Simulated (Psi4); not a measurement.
**PF3 (phosphorus trifluoride): an attempt with Psi4**

Aim: the energy of PF3 (phosphorus trifluoride).

The calculation is run with Psi4 1.11.

3 further runs of the same task are left out: 3 set aside as unsound or not needed.

### Step 1. Starting point

PF3: 4 atoms, total charge 0, spin state singlet. As SMILES, `FP(F)F`. The coordinates come from a PBE0-D4/def2-TZVP relaxation.

Bond lengths: F1–P2 1.572 Å, P2–F3 1.572 Å, P2–F4 1.572 Å. Angles: F1–P2–F3 97.6°, F1–P2–F4 97.6°, F3–P2–F4 97.6°.

### Step 2. The input as written

Input file f3p.py:

```python
import psi4

psi4.set_memory('1600 MB')
psi4.set_num_threads(1)
psi4.set_output_file('run.log', False)

geom = psi4.geometry("""
0 1
F      0.834400    -0.663200     0.874500
P     -0.297500     0.314600     0.392300
F     -1.061900    -0.696500    -0.536900
F      0.525000     1.045200    -0.730000
units angstrom
symmetry c1
""")

options = {'basis': '6-311G(2df,2pd)', 'scf_type': 'df', 'maxiter': 4, 'fail_on_maxiter': False, 'ddx': True, 'ddx_model': 'cosmo', 'ddx_solvent': 'water', 'ddx_radii_set': 'bondi'}
psi4.set_options(options)

result = psi4.energy("mpw1k", molecule=geom)
print(f'total energy {result:.8f} hartree = {result * 27.211386:.5f} eV')
```

On the command line:

```sh
$ python f3p.py
```

run.log:

```text
h
    h
    h

    -----------------------------------------------------------------------

    Memory:     1.5 GiB
    Threads:    1
                ecpint, einsums, f̶o̶r̶t̶e̶, gauxc, gcp, g̶d̶m̶a̶, geometric, g̶p̶u̶_̶d̶f̶c̶c̶,
                i̶n̶t̶e̶g̶r̶a̶t̶o̶r̶x̶x̶, i̶p̶i̶, libefp, m̶d̶i̶, m̶p̶2̶d̶, m̶r̶c̶c̶, ooo,
                o̶p̶e̶n̶f̶e̶r̶m̶i̶o̶n̶p̶s̶i̶4̶, pcmsolver, p̶s̶i̶4̶f̶o̶c̶k̶c̶i̶, p̶s̶i̶x̶a̶s̶,
                p̶y̶e̶i̶n̶s̶u̶m̶s̶, r̶e̶s̶p̶, s̶i̶m̶i̶n̶t̶, s̶n̶s̶m̶p̶2̶,
                v̶2̶r̶d̶m̶_̶c̶a̶s̶s̶c̶f̶

  PCM or DDX continuum solvation does not make use of molecular symmetry: further calculations in C1 point group.

   => Loading Basis Set <=

    Name: 6-311G(2DF,2PD)
    Role: ORBITAL
    Keyword: BASIS

         ---------------------------------------------------------
                                   SCF
                              RKS Reference
                        1 Threads,   1525 MiB Core
         ---------------------------------------------------------

  ==> Geometry <==

    Molecular point group: c1
    Full point group: C1

    Geometry (in Angstrom), charge = 0, multiplicity = 1:

[... 86 lines left out ...]
    Weights Tolerance      =       1.00E-15
[... 113 lines left out ...]
                           Total Energy        Delta E     RMS |[F,P]|
[... 1 line left out ...]
   @DF-RKS iter SAD:  -640.55079269892155   -6.40551e+02   0.00000e+00
   @DF-RKS iter   1:  -640.93531300144025   -3.84520e-01   4.16850e-03 DIIS/ADIIS
   @DF-RKS iter   2:  -640.92089882433629    1.44142e-02   4.39121e-03 DIIS/ADIIS
   @DF-RKS iter   3:  -641.00568570879716   -8.47869e-02   3.92584e-04 DIIS/ADIIS
   @DF-RKS iter   4:  -641.00614004747695   -4.54339e-04   2.23866e-05 DIIS
[... 1 line left out ...]
PsiException: Could not converge SCF iterations in 4 iterations.
[... 1 line left out ...]
  Energy and/or wave function did not converge, but proceeding anyway.
[... 27 lines left out ...]
    Final Occupation by Irrep:
              A
    DOCC [    21 ]
    NA   [    21 ]
    NB   [    21 ]

  @DF-RKS Final Energy:  -641.00614004747695

   => Energetics <=

    Nuclear Repulsion Energy =            190.7620925006763457
    One-Electron Energy =               -1269.6179547072674723
    Two-Electron Energy =                 469.9151971999910415
    DFT Exchange-Correlation Energy =     -32.0623943207545423
    Empirical Dispersion Energy =           0.0000000000000000
    VV10 Nonlocal Energy =                  0.0000000000000000
    DD Solvation Energy =                 -0.0030807201222504
    Total Energy =                       -641.0061400474768334

Computation Completed

Properties will be evaluated at   0.000000,   0.000000,   0.000000 [a0]

Properties computed using the SCF density matrix

 Multipole Moments:

 ------------------------------------------------------------------------------------
     Multipole            Electronic (a.u.)      Nuclear  (a.u.)        Total (a.u.)
 ------------------------------------------------------------------------------------

 L = 1.  Multiply by 2.5417464519 to convert [e a0] to [Debye]
 Dipole X            :         -0.0954286           -0.1588038           -0.2542324
 Dipole Y            :          0.1053888            0.1679184            0.2733072
 Dipole Z            :          0.1307723            0.2094209            0.3401932
 Magnitude           :                                                    0.5050370

 ------------------------------------------------------------------------------------

	total time  =          8 seconds =       0.13 minutes
```

On the terminal:

```text
total energy -641.00614005 hartree = -17442.66551 eV
```

Run time: 9.9 s. Hardware: 1 thread of Intel Xeon Platinum 8259CL at 2.50GHz (Skylake/Cascade Lake), shared host; peak memory 0.49 GiB.

### Step 3. Diagnosis

The SCF stopped at its cap without converging, and the program went on all the same: the numbers that follow in the log rest on unconverged orbitals.

The telling line is `Energy and/or wave function did not converge, but proceeding anyway.`. The fault: the iteration cap is too low for convergence. The sound input differs in these keys, not all of which need be the cause: iteration cap at its default in place of 4; fail on maxiter at its default in place of no.
